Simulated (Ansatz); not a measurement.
Results of PBE in Ansatz (PAW) for zinc-blende HgS (metastable phase).

Numerical settings: plane-wave cutoff 520 eV, 20×20×20 k mesh, Fermi–Dirac smearing 0.05 eV, scalar-relativistic PAW data made under PBE.

Computed at the level's own relaxed cell.

**Question.** Give the computed Voigt–Reuss–Hill shear modulus (Hill average), Voigt–Reuss–Hill bulk modulus, elastic constant C44, elastic constant C12 and elastic constant C11.

**Answer.** 
* **Voigt–Reuss–Hill shear modulus (Hill average)**: 15.8 GPa
* **Voigt–Reuss–Hill bulk modulus**: 50.3 GPa
* **elastic constant C44**: 24.3 GPa
* **elastic constant C12**: 44.8 GPa
* **elastic constant C11**: 61.4 GPa

Measured, for comparison: elastic constant C44 24.2 GPa, elastic constant C12 51.9 GPa, elastic constant C11 67.5 GPa (room temperature, no zero-point or thermal correction, iron-doped crystal; as tabulated in Elastic Constants of beta-HgS, Acta Phys. Pol. A 94). Computed (rounded) less measured: elastic constant C44 +0.4 %, elastic constant C12 -14 %, elastic constant C11 -9 %.

Note: the solid has no gap at this level, which affects its response.

Elastic constants are with the ions relaxed.

Spin–orbit coupling is not included; it can shift volumes and moduli of such heavy elements.

Ansatz is an electronic-structure program.
